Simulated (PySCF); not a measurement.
Molecule: dihydrogen phosphate (O=P([O-])(O)O, [H$_{2}$O$_{4}$P]-).

Geometry (Å), atoms numbered from 1 in this order:
```xyz
7

O    -0.7594   -0.6499    1.4276
P    -0.4246   -0.1507    0.0698
O    -1.3830   -0.1126   -1.0638
O     0.2241    1.3839    0.2082
O     0.9516   -0.9637   -0.4195
H     0.0837    1.7000   -0.6799
H     1.3110   -1.2022    0.4304
```

Total charge -1.

Frames of a GFN2-xTB Langevin trajectory at 400 K; GIAO PBE0/pcSseg-1 shieldings in PySCF 2.14, gas phase, non-relativistic; equivalent atoms averaged within each frame.

Scale: 17O (336.08 ppm) vs H2O; H3PO4 for 31P (318.38 ppm); 1H (31.72 ppm) vs TMS (reference shieldings calculated alike). The references are static minima.

Question: How do the shifts (ppm) fluctuate along the trajectory?

Answer: 
| time (fs) | O1/O3 | O4/O5 | P2 | H6/H7 |
| --- | --- | --- | --- | --- |
| optimised geometry | 135.9 | 120.9 | 3.1 | 1.13 |
| 250 | 162.6 | 108.6 | 19.8 | 0.32 |
| 425 | 153.3 | 122.2 | 12.5 | 0.22 |
| 625 | 158.5 | 117.8 | 3.5 | 0.30 |
| 800 | 154.8 | 147.6 | 10.2 | 2.48 |
| 1000 | 144.0 | 122.7 | 4.0 | 0.90 |
| mean of frames | 154.7 | 123.8 | 10.0 | 0.85 |
| standard deviation | 6.9 | 14.5 | 6.7 | 0.95 |

5 frames give an uncertainty of the mean of about the standard deviation over 2.2 at best, since frames this close in time may not be independent; classical motion lacks zero-point vibration, and the reference would need the same averaging.
